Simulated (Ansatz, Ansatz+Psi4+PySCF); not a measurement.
```xyz
4

N     0.0000    0.0000    0.1308
H     0.0000    0.9859   -0.2766
H     0.8538   -0.4930   -0.2766
H    -0.8538   -0.4930   -0.2766
```

Basis set: cc-pVTZ (spherical functions). Correlated methods keep 1 orbital frozen. Charge 0, multiplicity 1.

Computed with Ansatz (development build ahead of 0.2.0); each method stands on the lowest determinant of its kind that the runs found. Restricted open shells among the atoms or ions are ROHF, correlated in semicanonical orbitals with singles.

(1) Give the atomization energy at this shape (free ground-state atoms in the same class of orbitals less the molecule, no zero-point energy) of singlet NH3 by RHF-CCSD(T), RHF-MP2, RHF.

Results:

(1)

```csv
method,atomization energy
RHF-CCSD(T),284.26 kcal/mol
RHF-MP2,282.69 kcal/mol
RHF,195.19 kcal/mol
```

Caution: the shape is not the minimum.
